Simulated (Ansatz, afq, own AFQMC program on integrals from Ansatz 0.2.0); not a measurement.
## SiNH2, quartet: AFQMC among the cluster methods

```xyz
4

Si    0.0000    0.0000    0.5558
N     0.0000    0.0000   -1.2927
H     0.0000    1.3020    1.2391
H     0.0000   -1.3020    1.2391
```

Connectivity, by distances: SiH2–N.

Basis cc-pVDZ. Only valence electrons are correlated. Integrals, coupled cluster, full CI and functionals: Ansatz 0.2.0; the random walks run on the same integrals in our own AFQMC program. The CISD trial takes its coefficients from CCSD amplitudes. Released means that phaseless walkers are propagated on without the constraint, phases kept. Error bars are statistical, one sigma.

Determinant: UHF, the one that the program's search chose, which needn't be the lowest solution. The geometry is a PBE0/def2-TZVP stationary point of this or a neighbouring charge and spin state.

No full CI on the walks' own integrals is used here; CCSDT(Q) serves as the reference and is uncertain by about the last step of the cluster series.

Cautions: another spin lies lower.

* T1 diagnostic: 0.0154
* weight of the determinant in the CISD state: 0.894
* ⟨S²⟩ of the determinant: 3.779
* size of the correlated space: 11 electrons in 36 orbitals

```json
{"level": "MP2", "correlation energy (eV)": "-4.8868"}
{"level": "CCSD", "correlation energy (eV)": "-5.9414"}
{"level": "CCSD(T)", "correlation energy (eV)": "-6.0770"}
```

Estimate where phaseless AFQMC with the Hartree–Fock trial lies against CCSD(T) on the same integrals.

92.2 ± 35.0 meV above CCSD(T).

Reference: CCSDT(Q), correlation energy -6.120 eV. The released energy is read at 2.40 1/Eh (meV from the phaseless value at times in 1/Eh: -14 ± 8 at 0.24, -10 ± 8 at 0.51, -13 ± 9 at 0.99, -35 ± 12 at 1.62, -2 ± 17 at 2.40).

| level | E − E(reference) (meV) | share of correlation (%) |
| --- | --- | --- |
| CCSD(T) | 43.0 | 99.30 |
| CCSDT | 9.3 | 99.85 |
| ph-AFQMC/HF | 135.1 ± 35.0 | 97.79 |
| ph-AFQMC/CISD | 24.9 ± 10.1 | 99.59 |
| released AFQMC | 22.9 ± 16.8 | 99.63 |

A walk keeps the symmetry of its determinant, which the program's search chose and which needn't be the lowest solution, so a lower state of the same spin and another symmetry isn't excluded. Released energies are given only where the last usable release times agree within the noise; a slower fall can still hide under it.
